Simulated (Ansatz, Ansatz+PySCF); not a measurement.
```yaml
atoms:
  - { symbol: C, position_ang: [0.0000, -0.3814, -0.3253] }
  - { symbol: C, position_ang: [0.0000, -0.3998, 1.0642] }
  - { symbol: O, position_ang: [0.0000, 0.8493, -0.7184] }
  - { symbol: H, position_ang: [-0.8181, -0.8847, -0.6716] }
  - { symbol: H, position_ang: [0.8181, -0.8847, -0.6716] }
  - { symbol: H, position_ang: [0.0000, -1.3494, 1.4144] }
  - { symbol: H, position_ang: [0.8185, 0.0759, 1.4230] }
  - { symbol: H, position_ang: [-0.8185, 0.0759, 1.4230] }
  - { symbol: H, position_ang: [0.0000, 0.8594, -1.6030] }
```

RHF on singlet C₂H₆O was run in several spherical basis sets with Ansatz (development build ahead of 0.2.0). Caution for RHF: no unrestricted run beside it, a lower state can exist.

Rank the basis sets by the total energy that they give, lowest first, with the distance from the lowest.
A. def2-SVP
B. cc-pVTZ
C. def2-TZVP
D. cc-pVDZ
E. 6-31G(d)

C (0.00 eV), B (0.07 eV), D (1.64 eV), E (2.05 eV), A (5.00 eV).

Totals follow the description of the cores as much as that of the bonds, so this order isn't one of quality for chemistry.
